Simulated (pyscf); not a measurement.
**Routes from `[GeH3][GeH3]` + `[OH2]`**

Candidate steps break at most two bonds and form at most two. Each was searched with GFN2-xTB (tblite) first. Single points on ωB97X-D3(BJ)/def2-SVP structures (PySCF, gas phase). Energies: ωB97M-D3(BJ)/def2-TZVP, eV, from the separated reactants, singlet surface; ΔG‡ with ideal gas, 1 atm, RRHO with modes under 100 cm⁻¹ raised to 100, one conformer, R ln 2 for chiral ones without a mode under 150 cm⁻¹.

| products | type | ΔE‡ | ΔE | ΔG‡ 298 K | ΔG‡ 900 K | ν‡ (cm⁻¹) |
|---|---|---|---|---|---|---|
| HO–GeH₃ + GeH₄ | four-centre exchange | 1.95 | +0.06 | 2.30 | 3.13 | 395i |
| HO–GeH₂–GeH₃ + H₂ | four-centre exchange | 1.96 | +0.04 | 2.29 | 3.14 | 1326i |

Plain bond fissions and candidates not yet searched are not listed, and one of them may be faster. Each barrier is that of the saddle found; lower ones may exist. Elements up to Kr have no core potential and no relativistic terms here.
